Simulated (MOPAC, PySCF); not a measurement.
Complex: H2O (SMILES O) (first 3 atoms) with H2O (SMILES O); geometry from S66by8 set.
(charge 0, multiplicity 1):
```xyz
6

O     -1.5244    -0.0436     0.0049
H     -1.8444     0.8592    -0.0166
H     -0.5647     0.0546     0.0001
O      1.4467     0.0388    -0.0046
H      1.8233    -0.3996     0.7616
H      1.8190    -0.4374    -0.7500
```

Monomers are frozen at their geometry in the pair; levels with a basis set take the counterpoise correction. Rows marked so take none.

Rows in 6-311+G**, 6-31G* carry no dispersion term and start afresh at each structure (6-31G* with six Cartesian d functions). The state reached by AM1 isn't checked.

Programs: MOPAC for AM1 (differences of heats of formation); PySCF for 6-311+G** rows, 6-31G* rows. Values without a source in brackets are computed.

Task: One of these levels gives -3.12 kcal/mol for the interaction energy. Name it.
A) AM1
B) HF/6-31G*
C) B3LYP/6-311+G** (no counterpoise)

Result: A, AM1. The others give -4.86 (HF/6-31G*), -5.73 (B3LYP/6-311+G** (no counterpoise))
